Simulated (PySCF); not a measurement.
CH2Cl2, triplet, at the geometry of the source list (a higher spin typed on purpose: for a closed-shell molecule this is an excited state); PySCF with HF/def2-SVP.

The PySCF input:
```python
from pyscf import gto, scf

mol = gto.Mole()
mol.atom = '''
    Cl   -1.449200    0.862500   -0.041200
    C    -0.002200   -0.155500    0.009000
    Cl    1.473300    0.819800   -0.055700
    H    -0.005700   -0.711500    0.945800
    H    -0.016200   -0.815300   -0.857800
'''
mol.basis = 'def2-svp'
mol.charge = 0
mol.spin = 2
mol.verbose = 4
mol.build()

mf = scf.UHF(mol)
mf.kernel()
mf.analyze()
```

The log (banner, timings and long lists left out):

```
PySCF version 2.14.0

[INPUT] verbose = 4
[INPUT] num. atoms = 5
[INPUT] num. electrons = 42
[INPUT] charge = 0
[INPUT] spin (= nelec alpha-beta = 2S) = 2
[INPUT] symmetry False subgroup None
[INPUT] Mole.unit = angstrom
[INPUT] Symbol           X                Y                Z      unit          X                Y                Z       unit  Magmom
[...]
nuclear repulsion = 134.732516689966
number of shells = 28
number of NR pGTOs = 110
number of NR cGTOs = 60
basis = def2-svp
ecp = {}

******** <class 'pyscf.scf.uhf.UHF'> ********
method = UHF
initial guess = minao
damping factor = 0
level_shift factor = 0
DIIS = <class 'pyscf.scf.diis.CDIIS'>
diis_start_cycle = 1
diis_space = 8
diis_damp = 0
SCF conv_tol = 1e-09
SCF conv_tol_grad = None
SCF max_cycles = 50
direct_scf = True
direct_scf_tol = 1e-13
number electrons alpha = 22  beta = 20
Set gradient conv threshold to 3.16228e-05
init E= -957.913618514975

cycle= 1 E= -957.298985865994  delta_E= 0.615  |g|= 0.338  |ddm|= 6.09

cycle= 2 E= -957.352834523654  delta_E= -0.0538  |g|= 0.247  |ddm|= 2.17

cycle= 3 E= -957.38475938326  delta_E= -0.0319  |g|= 0.0446  |ddm|= 0.55
cycle= 4 E= -957.390408464107  delta_E= -0.00565  |g|= 0.0253  |ddm|= 0.583
cycle= 5 E= -957.393113879432  delta_E= -0.00271  |g|= 0.0158  |ddm|=  0.5
cycle= 6 E= -957.394476882567  delta_E= -0.00136  |g|= 0.00668  |ddm|= 0.506
cycle= 7 E= -957.394678210578  delta_E= -0.000201  |g|= 0.00251  |ddm|= 0.205
cycle= 8 E= -957.394699899348  delta_E= -2.17e-05  |g|= 0.00114  |ddm|= 0.0516
cycle= 9 E= -957.394705772141  delta_E= -5.87e-06  |g|= 0.000748  |ddm|= 0.0261
cycle= 10 E= -957.394707843135  delta_E= -2.07e-06  |g|= 0.000917  |ddm|= 0.00308
cycle= 11 E= -957.394703446941  delta_E= 4.4e-06  |g|= 0.000336  |ddm|= 0.00912
cycle= 12 E= -957.39470331796  delta_E= 1.29e-07  |g|= 6.83e-05  |ddm|= 0.00756
cycle= 13 E= -957.394703325016  delta_E= -7.06e-09  |g|= 3.36e-05  |ddm|= 0.000535
cycle= 14 E= -957.394703325681  delta_E= -6.65e-10  |g|= 1.25e-05  |ddm|= 0.000453
Extra cycle  E= -957.394703325976  delta_E= -2.95e-10  |g|= 8.4e-06  |ddm|= 6.45e-05
converged SCF energy = -957.394703325976  <S^2> = 2.0208705  2S+1 = 3.0138816
**** SCF Summaries ****
Total Energy =                        -957.394703325976138
Nuclear Repulsion Energy =             134.732516689965763
One-electron Energy =                -1590.417272371053059
Two-electron Energy =                  498.290052355111129
Two-electron Coulomb Energy =          559.266001813339585
[...]
spin_pop of  0 Cl 4pz      -0.00039
spin_pop of  0 Cl 3dxy      0.00187
spin_pop of  0 Cl 3dyz     -0.00027
spin_pop of  0 Cl 3dz^2     0.00104
spin_pop of  0 Cl 3dxz     -0.00019
spin_pop of  0 Cl 3dx2-y2    0.00522
spin_pop of  1 C 1s       -0.00000
spin_pop of  1 C 2s        0.23346
spin_pop of  1 C 3s        0.00264
spin_pop of  1 C 2px      -0.06742
spin_pop of  1 C 2py       0.31115
spin_pop of  1 C 2pz       0.05660
spin_pop of  1 C 3px       0.00041
spin_pop of  1 C 3py       0.01369
spin_pop of  1 C 3pz       0.00201
spin_pop of  1 C 3dxy     -0.00045
spin_pop of  1 C 3dyz      0.00064
spin_pop of  1 C 3dz^2     0.00124
spin_pop of  1 C 3dxz     -0.00064
spin_pop of  1 C 3dx2-y2    0.00034
spin_pop of  2 Cl 1s       -0.00000
spin_pop of  2 Cl 2s       -0.00000
spin_pop of  2 Cl 3s        0.03272
spin_pop of  2 Cl 4s        0.00308
spin_pop of  2 Cl 2px       0.00000
spin_pop of  2 Cl 2py       0.00000
spin_pop of  2 Cl 2pz       0.00001
spin_pop of  2 Cl 3px       0.15934
spin_pop of  2 Cl 3py       0.02880
spin_pop of  2 Cl 3pz       0.43509
spin_pop of  2 Cl 4px       0.00291
spin_pop of  2 Cl 4py       0.00052
spin_pop of  2 Cl 4pz      -0.00039
spin_pop of  2 Cl 3dxy      0.00151
spin_pop of  2 Cl 3dyz     -0.00026
spin_pop of  2 Cl 3dz^2     0.00103
spin_pop of  2 Cl 3dxz     -0.00020
spin_pop of  2 Cl 3dx2-y2    0.00558
spin_pop of  3 H 1s        0.04376
spin_pop of  3 H 2s        0.00848
spin_pop of  3 H 2px      -0.00014
spin_pop of  3 H 2py       0.00104
spin_pop of  3 H 2pz       0.00034
spin_pop of  4 H 1s        0.04380
spin_pop of  4 H 2s        0.00849
spin_pop of  4 H 2px      -0.00014
spin_pop of  4 H 2py       0.00103
spin_pop of  4 H 2pz       0.00036
 ** Mulliken Spin Density (per atom)  **
spin density of  0 Cl =      0.66954
spin density of  1 C =      0.55368
spin density of  2 Cl =      0.66974
spin density of  3 H =      0.05349
spin density of  4 H =      0.05353
 ** Mulliken pop alpha/beta on meta-lowdin orthogonal AOs **
 ** Mulliken pop       alpha | beta **
In total            22.00000 | 20.00000
 ** Mulliken atomic charges   ( Nelec_alpha | Nelec_beta ) **
charge of  0Cl =     -0.00493  (     8.83724      8.16769 )
charge of  1C =     -0.27286  (     3.41327      2.85959 )
charge of  2Cl =     -0.00467  (     8.83721      8.16746 )
charge of  3H =      0.14122  (     0.45614      0.40264 )
charge of  4H =      0.14123  (     0.45615      0.40262 )
Dipole moment(X, Y, Z, Debye): -0.02163, -1.61910,  0.09328
```
